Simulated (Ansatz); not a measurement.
## Strength of the C–H bond: C3H6F → C3H5F + H

Species: C3H6F `C[CH]CF`, doublet; C3H5F `C/C=C/F`, singlet; H atom, doublet. 

Shapes, held fixed at every level: PBE0-D4/def2-TZVP. Flexible molecules stand in one conformer, not always the lowest. Programs: Ansatz 0.2.0. The zero-point and thermal change to 298 K, harmonic and unscaled (PBE0-D4/def2-TZVP), is -19.9 kJ/mol.

Problem. Estimate ΔH(298 K) of this reaction.

Solution. The highest level, CCSD(T)/CBS estimate, gives ΔH(298 K) = +142.6 kJ/mol; the levels span +124.8 to +169.5. A fragment pairs its electrons up again, so this isn't a typical strength of such a bond. The column of differences is taken from that level and isn't an error. No measured value is set beside it here. Open shells run unrestricted unless RO is named. The CBS estimate extrapolates MP2 from def2-TZVPP and def2-QZVPP and adds CCSD(T) − MP2 in the triple-zeta set, cores frozen.

```json
{"level": "HF/def2-SVP", "kind": "Hartree–Fock", "ΔH(298 K) (kJ/mol)": "+147.4", "less CCSD(T)/CBS estimate": "+4.8"}
{"level": "HF/def2-TZVPP", "kind": "Hartree–Fock", "ΔH(298 K) (kJ/mol)": "+142.3", "less CCSD(T)/CBS estimate": "-0.3"}
{"level": "SPW92/def2-TZVPP", "kind": "LDA", "ΔH(298 K) (kJ/mol)": "+152.8", "less CCSD(T)/CBS estimate": "+10.2"}
{"level": "B3LYP-D4/def2-TZVPP", "kind": "global hybrid", "ΔH(298 K) (kJ/mol)": "+150.4", "less CCSD(T)/CBS estimate": "+7.8"}
{"level": "r2SCAN0-D4/def2-TZVPP", "kind": "global hybrid", "ΔH(298 K) (kJ/mol)": "+169.5", "less CCSD(T)/CBS estimate": "+26.9"}
{"level": "wB97X-V/def2-TZVPP", "kind": "range-separated hybrid", "ΔH(298 K) (kJ/mol)": "+150.9", "less CCSD(T)/CBS estimate": "+8.3"}
{"level": "MP2/def2-TZVPP", "kind": "perturbation theory", "ΔH(298 K) (kJ/mol)": "+124.8", "less CCSD(T)/CBS estimate": "-17.8"}
{"level": "CCSD(T)/CBS estimate", "kind": "coupled cluster or CI", "ΔH(298 K) (kJ/mol)": "+142.6", "less CCSD(T)/CBS estimate": "0.0"}
```
